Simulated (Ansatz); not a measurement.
`CCSP` from Hartree–Fock to CCSD(T)

```xyz
11

C     1.266   -1.101    0.837
C     0.633   -0.129   -0.137
S    -1.099    0.152    0.356
P    -1.684    1.484   -1.163
H     1.250   -0.707    1.856
H     2.307   -1.283    0.561
H     0.742   -2.059    0.837
H     0.648   -0.527   -1.153
H     1.159    0.826   -0.134
H    -2.304    2.470   -0.352
H    -2.919    0.873   -1.509
```

Charge 0, multiplicity 1. The geometry is a stationary point of PBE0-D4/def2-TZVP. It is one conformer, not always the lowest. Frozen core, restricted reference, the Gaussian-basis code of Ansatz. CBS rows extrapolate triple and quadruple zeta; past MP2 they add the triple-zeta difference.

```tsv
basis	HF (Eh)	MP2 corr.
def2-SVP	-817.79018	-0.54179
def2-TZVPP	-818.13855	-0.68788
def2-QZVPP	-818.16372	-0.73874
```

(1) Estimate the CCSD correlation energy and the (T) correction in each basis where they were run (hartree).

## Answers

(1) 
| basis | CCSD corr. | (T) |
| --- | --- | --- |
| def2-SVP | -0.60457 | -0.01824 |
| def2-TZVPP | -0.74595 | -0.03233 |
| CBS(def2) | -0.83447 | as TZ |
